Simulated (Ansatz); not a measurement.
```yaml
crystal:
  periodic: [false, false, false]
  atoms:
    - {symbol: Ga, position_ang: [0.000000, 0.000000, -2.005024]}
    - {symbol: B, position_ang: [0.000000, 0.000000, 0.401236]}
    - {symbol: O, position_ang: [0.000000, 0.000000, 1.603788]}
basis:
  gaussian: {orbitals: def2-TZVP}
hamiltonian: {xc: pbe0}
relax: {f_tol: 0.004, max_steps: 80}
```

```sh
$ ansatz run in.yaml --threads 1 --pin off --events-out ev --progress --plain --max-ram 2176MiB
```

Steps of the relaxation (energy above the last step; positions in Å, forces in eV/Å):

```
3
step 1, 58.3 meV
Ga    0.000    0.000   -2.005    0.000    0.000    0.748
B     0.000    0.000    0.401    0.000    0.000   -1.242
O     0.000    0.000    1.604    0.000    0.000    0.494
```

```
3
step 2, 20.3 meV
Ga    0.000    0.000   -1.863    0.000    0.000   -0.566
B     0.000    0.000    0.328    0.000    0.000    0.623
O     0.000    0.000    1.535    0.000    0.000   -0.057
```

```
3
step 3, 0.4 meV
Ga    0.000    0.000   -1.905    0.000    0.000   -0.073
B     0.000    0.000    0.349    0.000    0.000    0.053
O     0.000    0.000    1.556    0.000    0.000    0.020
```

```
3
step 4, 0.0 meV
Ga    0.000    0.000   -1.913    0.000    0.000    0.002
B     0.000    0.000    0.353    0.000    0.000   -0.007
O     0.000    0.000    1.560    0.000    0.000    0.005
```

```
3
step 5, 0.0 meV
Ga    0.000    0.000   -1.912    0.000    0.000    0.000
B     0.000    0.000    0.353    0.000    0.000   -0.001
O     0.000    0.000    1.560    0.000    0.000    0.001
```

Close pairs at the end: B2–O3 1.207 Å, Ga1–B2 2.265 Å.

A stationary point of restricted PBE0 after 5 steps (its stability towards spin polarisation wasn't tested); no frequencies were run, so it isn't proven a minimum. 6.5 s on 1 thread of AMD EPYC 9R45, shared host.
